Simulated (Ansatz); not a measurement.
Ansatz (a program for electronic structure) input (B3LYP/6-31G*):

Ansatz 0.2 input:
```yaml
crystal:
  periodic: [false, false, false]
  atoms:
    - {symbol: O, position_ang: [-0.02787577, 0.65733407, 0.02942749]}
    - {symbol: O, position_ang: [0.02787577, -0.65733407, -0.02942749]}
    - {symbol: H, position_ang: [0.93254215, 0.94345616, -0.02191604]}
    - {symbol: H, position_ang: [-0.93254215, -0.94345616, 0.02191604]}
basis:
  gaussian:
    orbitals: 6-31G*
hamiltonian:
  xc: {name: B3LYP}
total_charge: 1
magnetization: {spin_polarized: true, initial_magnetization: 1}
phonons: {temperatures: {t_min: 298.15, t_max: 298.15, t_step: 100}}
```

Output:

```
Functional definition: B3LYP
integrals: 0.00 GiB planned
340 factors; integrals over basis functions are off by at most 4.4e-4 eV
mean field: 0.09 GiB planned
mean field evaluation 1: about -4108.2813 eV, gradient 3.7e1 eV
mean field evaluation 2: about -4108.1092 eV, gradient 3.9e1 eV
mean field evaluation 4: about -4113.2276 eV, gradient 2.5e-1 eV
mean field evaluation 8: about -4113.2356 eV, gradient 1.8e-3 eV
mean field -4113.23559303 eV, -151.1586199925 hartree, gradient 2.2e-5 eV, S^2 0.753234; 0 other end points of the search recorded, 0 dependent functions left out
the calculation of the forces begins
reference -4113.23569001 eV, -151.1586235565 hartree; 9, 8 occupied and 25, 26 virtual orbitals, 340 factors
these checks for a lower state are left out or cut short: stability, starts, cluster_reference, orbital_swaps, neighbouring_geometries, increment
integrals: 0.00 GiB planned
340 factors; integrals over basis functions are off by at most 4.4e-4 eV
mean field: 0.09 GiB planned
mean field evaluation 16: about -4113.2277 eV, gradient 1.2e-1 eV
mean field -4113.23544025 eV, -151.1586143779 hartree, gradient 1.8e-6 eV, S^2 0.753231; 0 other end points of the search recorded, 0 dependent functions left out
the calculation of the forces begins
reference -4113.23553729 eV, -151.1586179444 hartree; 9, 8 occupied and 25, 26 virtual orbitals, 340 factors
these checks for a lower state are left out or cut short: stability, starts, cluster_reference, orbital_swaps, neighbouring_geometries, increment
integrals: 0.00 GiB planned
340 factors; integrals over basis functions are off by at most 4.4e-4 eV
mean field: 0.09 GiB planned
mean field -4113.23543689 eV, -151.1586142544 hartree, gradient 2.5e-6 eV, S^2 0.753237; 0 other end points of the search recorded, 0 dependent functions left out
the calculation of the forces begins
reference -4113.23553380 eV, -151.1586178161 hartree; 9, 8 occupied and 25, 26 virtual orbitals, 340 factors
these checks for a lower state are left out or cut short: stability, starts, cluster_reference, orbital_swaps, neighbouring_geometries, increment
integrals: 0.00 GiB planned
340 factors; integrals over basis functions are off by at most 4.4e-4 eV
mean field: 0.09 GiB planned
mean field evaluation 32: about -4113.2355 eV, gradient 9.8e-5 eV
mean field -4113.23551107 eV, -151.1586169806 hartree, gradient 1.1e-6 eV, S^2 0.753236; 0 other end points of the search recorded, 0 dependent functions left out
the calculation of the forces begins
reference -4113.23560807 eV, -151.1586205454 hartree; 9, 8 occupied and 25, 26 virtual orbitals, 340 factors
these checks for a lower state are left out or cut short: stability, starts, cluster_reference, orbital_swaps, neighbouring_geometries, increment
integrals: 0.00 GiB planned
340 factors; integrals over basis functions are off by at most 4.4e-4 eV
mean field: 0.09 GiB planned
mean field -4113.23550692 eV, -151.1586168282 hartree, gradient 1.1e-6 eV, S^2 0.753232; 0 other end points of the search recorded, 0 dependent functions left out
the calculation of the forces begins
reference -4113.23560388 eV, -151.1586203914 hartree; 9, 8 occupied and 25, 26 virtual orbitals, 340 factors
these checks for a lower state are left out or cut short: stability, starts, cluster_reference, orbital_swaps, neighbouring_geometries, increment
integrals: 0.00 GiB planned
340 factors; integrals over basis functions are off by at most 4.4e-4 eV
mean field: 0.09 GiB planned
mean field -4113.23547477 eV, -151.1586156466 hartree, gradient 1.3e-6 eV, S^2 0.753237; 0 other end points of the search recorded, 0 dependent functions left out
the calculation of the forces begins
reference -4113.23557171 eV, -151.1586192090 hartree; 9, 8 occupied and 25, 26 virtual orbitals, 340 factors
these checks for a lower state are left out or cut short: stability, starts, cluster_reference, orbital_swaps, neighbouring_geometries, increment
integrals: 0.00 GiB planned
340 factors; integrals over basis functions are off by at most 4.4e-4 eV
mean field: 0.09 GiB planned
mean field -4113.23547771 eV, -151.1586157546 hartree, gradient 1.6e-6 eV, S^2 0.753231; 0 other end points of the search recorded, 0 dependent functions left out
the calculation of the forces begins
reference -4113.23557473 eV, -151.1586193202 hartree; 9, 8 occupied and 25, 26 virtual orbitals, 340 factors
these checks for a lower state are left out or cut short: stability, starts, cluster_reference, orbital_swaps, neighbouring_geometries, increment
integrals: 0.00 GiB planned
340 factors; integrals over basis functions are off by at most 4.4e-4 eV
mean field: 0.09 GiB planned
mean field -4113.23557528 eV, -151.1586193405 hartree, gradient 1.3e-6 eV, S^2 0.753235; 0 other end points of the search recorded, 0 dependent functions left out
the calculation of the forces begins
reference -4113.23567227 eV, -151.1586229045 hartree; 9, 8 occupied and 25, 26 virtual orbitals, 340 factors
these checks for a lower state are left out or cut short: stability, starts, cluster_reference, orbital_swaps, neighbouring_geometries, increment
integrals: 0.00 GiB planned
340 factors; integrals over basis functions are off by at most 4.4e-4 eV
mean field: 0.09 GiB planned
mean field evaluation 64: about -4113.2356 eV, gradient 1.9e-5 eV
mean field -4113.23557588 eV, -151.1586193624 hartree, gradient 1.4e-6 eV, S^2 0.753233; 0 other end points of the search recorded, 0 dependent functions left out
the calculation of the forces begins
reference -4113.23567286 eV, -151.1586229264 hartree; 9, 8 occupied and 25, 26 virtual orbitals, 340 factors
Total energy: -4113.23569001 eV, -151.1586235565 hartree
Atom 0 at    -0.027876     0.657334     0.029427 Å, force     0.000944     0.001040    -0.000019 eV/Å
Atom 1 at     0.027876    -0.657334    -0.029427 Å, force    -0.000944    -0.001040     0.000019 eV/Å
Atom 2 at     0.932542     0.943456    -0.021916 Å, force    -0.000839    -0.000152     0.000049 eV/Å
Atom 3 at    -0.932542    -0.943456     0.021916 Å, force     0.000839     0.000152    -0.000049 eV/Å
Dipole moment:     0.000000    -0.000000    -0.000000 e Å
Vibrations: 869.24 1250.76 1322.50 1609.88 3384.96 3402.61 cm⁻¹, zero-point energy 0.733984 eV
```

The blocks after the first are displaced geometries, from whose forces the wavenumbers follow.

The dipole moment of an ion depends on the origin.
